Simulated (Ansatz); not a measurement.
**H₂S (triplet): from Hartree-Fock to the top rungs at distance H1–H2 along a hydrogen transfer = 0.745 Å, cc-pVTZ**

One table from this session's results is given with a row withheld; the runs are named, their logs left out.

The runs use Ansatz 0.2.0, Gaussian basis; cc-pVTZ, core rule «outside noble gas», up to 5 orbitals frozen.

The runs, in order: UHF; CCSD(T) on ROHF; CCSD(T) on UHF; BCCD(T) on ROHF; CISD; CCSDT(Q) on ROHF; CCSDT(Q) on UHF; CASSCF and NEVPT2, 4 electrons in 4 orbitals; CASSCF and MRCISD+Q, 8 electrons in 6 orbitals; CASSCF and NEVPT2, 8 electrons in 6 orbitals.

8 further runs of the same task are left out: 1 for a mislabelled method, 6 that didn't finish, 1 set aside as unsound or not needed.

## What is computed

The geometry derives from fragments relaxed apart (PBE0/def2-TZVP) and kept rigid, so it is no stationary point. A hydrogen atom is moved between rigid fragments.

3 atoms, charge 0, spin multiplicity 3.

Atoms are counted from 1 here; the program's logs count them from 0.

Bond lengths: H1–H2 0.745 Å.

Coordinates:

```xyz
3
H2S
H     0.0000    0.0000   -1.1643
H     0.0000    0.0000   -0.4193
S     0.0000    0.0000    1.5837
```

Set-up of the first run:

in.yaml reads:

```yaml
crystal:
  periodic: [false, false, false]
  atoms:
    - {symbol: H, position_ang: [0.000000, 0.000000, -1.164333]}
    - {symbol: H, position_ang: [0.000000, 0.000000, -0.419333]}
    - {symbol: S, position_ang: [0.000000, 0.000000, 1.583667]}
basis:
  gaussian: {orbitals: cc-pVTZ}
magnetization: {spin_polarized: true, initial_magnetization: 2}
hamiltonian: {xc: hf}
output: {orbitals: {seedname: orbitals}}
```

Run with:

```bash
$ ansatz run in.yaml --threads 1 --pin off --events-out ev --progress --plain --max-ram 2393MiB
```

Among the steps run: UHF; CCSD(T) on ROHF; CCSD(T) on UHF; BCCD(T) on ROHF; CISD; CCSDT(Q) on ROHF; CCSDT(Q) on UHF; CASSCF and NEVPT2, 4 electrons in 4 orbitals; CASSCF and MRCISD+Q, 8 electrons in 6 orbitals; CASSCF and NEVPT2, 8 electrons in 6 orbitals.

One of the session's tables, all rows but one given; the rest of the session is left out.

It belongs to the step «Misses and costs». 

```
          method  from UCCSDT(Q) (meV)
            ROHF               +5361.5
             UHF               +5190.8
            RMP2                +954.4
            UMP2                +989.5
            CISD                +403.9
           RCCSD                     ?
           UCCSD                +172.4
        RCCSD(T)                 +28.0
        UCCSD(T)                 +27.0
         BCCD(T)                 +27.9
          RCCSDT                  +5.8
          UCCSDT                  +4.2
       RCCSDT(Q)                  +1.3
       UCCSDT(Q)                     0
  CASSCF valence               +4835.5
  NEVPT2 valence               +1208.4
  MRCISD valence                +381.1
MRCISD+Q valence                 +43.2
```

Q: Estimate the row for RCCSD from the others.

The run gave: from UCCSDT(Q) (meV): +178.9. In the column «from UCCSDT(Q) (meV)» it lies between UCCSD (+172.4) and MRCISD valence (+381.1).

Left out of the table: CASSCF pair, NEVPT2 pair (the active space lost an orbital or holds another state than full CI finds).

Limits of these values: Restricted and unrestricted rows rest on different reference determinants; where their highest levels disagree by more than a few hundredths of an eV, they describe different states and don't form one ladder. Warnings in the runs' records: passed over end.
